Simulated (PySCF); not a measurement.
# C5H8 (Cyclopentene): the cost of one run

The runs use PySCF 2.14.0, with density-fitted response routines of our own; the level of theory stands in each step. All values are computed, except where a source is named. Atoms are numbered from 0 throughout.

## Step 1: The molecule as given

13 atoms, charge 0, multiplicity 1; geometry from: GFN2-xTB. The atoms were then displaced at random by about 0.01 Å, so the start is not that level's minimum.

Bonds of the start (Å): C0–C1 1.29, C1–C2 1.50, C2–C3 1.49, C3–C4 1.54, C4–C0 1.51, C0–H5 1.10, C1–H6 1.09, C2–H7 1.09, C2–H8 1.11, C3–H9 1.10, C3–H10 1.11, C4–H11 1.10, C4–H12 1.11.

## Step 2: Geometry optimisation at PBE0-D3(BJ)/def2-SVP

The job: settings as JSON, then the geometry in Å.

```
{"job": {"xc": "PBE0", "basis": "def2-SVP", "d3": "d3bj", "grid": 1, "shake": 0.01, "kind": "geom"}, "charge": 0, "multiplicity": 1}
C      0.373100     1.279720    -0.042710
C      1.291520     0.377540    -0.033980
C      0.710310    -1.008390    -0.059650
C     -0.738740    -0.783580     0.194520
C     -1.024610     0.700120    -0.090670
H      0.497840     2.376200    -0.062970
H      2.369430     0.552780    -0.030420
H      0.929540    -1.464570    -1.029560
H      1.183430    -1.639950     0.726520
H     -1.391300    -1.429510    -0.419100
H     -1.014850    -1.011120     1.248270
H     -1.680360     1.160570     0.664060
H     -1.499500     0.873300    -1.074630
```

Command:

```sh
> OMP_NUM_THREADS=1 python probes_run.py task.json out
```

This one command runs all jobs of the session in turn.

Q: Estimate the wall time and peak memory of this first job on 1 thread of Intel Xeon Platinum 8259CL at 2.50GHz, shared host.

About 29 s, with a peak of 0.47 GiB.
